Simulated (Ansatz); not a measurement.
Basis-set extrapolation for `O=S1CC1` (PBE0-D4/def2-TZVP geometry, frozen core, Ansatz). Multiplicity 1, RHF reference.

|  | cc-pV(T+d)Z | cc-pV(Q+d)Z |
| --- | --- | --- |
| HF | -550.459418 | -550.476332 |
| MP2 correlation | -0.759019 | -0.815617 |
| CCSD(T) correlation | -0.819021 | -0.871370 |

Energies in hartree. Use E(X) = E(∞) + A·exp(−5.46·√X) for Hartree–Fock and E(X) = E(∞) + B·X^(−3.05) for correlation, with X = 3 and 4.

Problem. What is the CCSD(T) energy at the basis-set limit?

Solution. HF limit: -550.476332 + (-0.016914) × 0.30130 = -550.48143. Correlation limit: -0.871370 + (-0.052349) × 0.71189 = -0.90864. Total: -551.39007 hartree, 293.1 kJ/mol below CCSD(T)/cc-pV(T+d)Z.
